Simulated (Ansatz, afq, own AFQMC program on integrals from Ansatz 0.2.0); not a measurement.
GeNH, singlet → GeNH⁺, doublet

```yaml
atoms:
  - { symbol: Ge, position_ang: [0.0000, 0.0000, 1.4305] }
  - { symbol: N, position_ang: [0.0000, 0.0000, -0.2139] }
  - { symbol: H, position_ang: [0.0000, 0.0000, -1.2166] }
```

Connectivity, by distances: Ge–NH.

E(doublet, charge +1) − E(singlet, charge +0) at this geometry, on UHF and UHF determinants.

Basis cc-pVDZ. Only valence electrons are correlated. Integrals, coupled cluster, full CI and functionals: Ansatz 0.2.0; the random walks run on the same integrals in our own AFQMC program. The CISD trial takes its coefficients from CCSD amplitudes. Released means that phaseless walkers are propagated on without the constraint, phases kept. ± is one standard error of the sampling. No spin–orbit coupling. The errors of all members are added in quadrature.

No full CI on the walks' own integrals is used here. The released AFQMC energy serves as the reference, which it does only where one determinant dominates, the energy is flat over the last release times and near the phaseless one (40 meV or 2 meV an electron, half that with transition metals). On small molecules, where full CI could be run and the noise was under 10 meV, such values lay within 10 meV of it in 19 cases of 20, a flattering rate, since the rule was set on those same cases; what remains of the bias isn't in the error bar. Each member takes its own surest rung, up to full CI.

Errors are counted within cc-pVDZ, not against nature.

Cautions: inner d shell frozen; no relativity below Rb; no spin-orbit coupling; GeNH (singlet): higher spins were not checked, the determinant is a saddle point among determinants of its kind, raised T1 diagnostic (T1 0.029, weight of the determinant 0.86, largest double 0.10), the released value is read at 2.40 1/Eh with a noise of 23 meV, more than in the cases checked (meV from the phaseless value at times in 1/Eh: 31 ± 26 at 0.24, 19 ± 19 at 0.51, 46 ± 20 at 0.99, 39 ± 18 at 1.62, 28 ± 23 at 2.40); GeNH⁺ (doublet): the released value is read at 2.40 1/Eh with a noise of 16 meV, more than in the cases checked (meV from the phaseless value at times in 1/Eh: -20 ± 14 at 0.24, -15 ± 10 at 0.51, -26 ± 12 at 0.99, -24 ± 13 at 1.62, -34 ± 16 at 2.40).

```csv
level,vertical ionization energy (kcal/mol)
HF,184.9
CCSD,220.4
```

(1) From these cheaper values, estimate the vertical ionization energy at the reference level in cc-pVDZ.

(1) 224.8 ± 0.6 kcal/mol (AFQMC with the constraint released in cc-pVDZ).

| level | vertical ionization energy (kcal/mol) | error against released AFQMC (kcal/mol) |
| --- | --- | --- |
| MP2 | 231.6 | 6.8 ± 0.6 |
| CCSD(T) | 224.9 | 0.0 ± 0.6 |
| ph-AFQMC/CISD | 226.3 ± 0.7 | 1.4 ± 1.0 |

Correlation beyond CCSD(T) changes it by less than twice the noise. The perturbative (T) step is worth +4.5 kcal/mol.

A walk keeps the symmetry of its determinant, which the program's search chose and which needn't be the lowest solution, so a lower state of the same spin and another symmetry isn't excluded. Released energies are given only where the last usable release times agree within the noise; a slower fall can still hide under it.
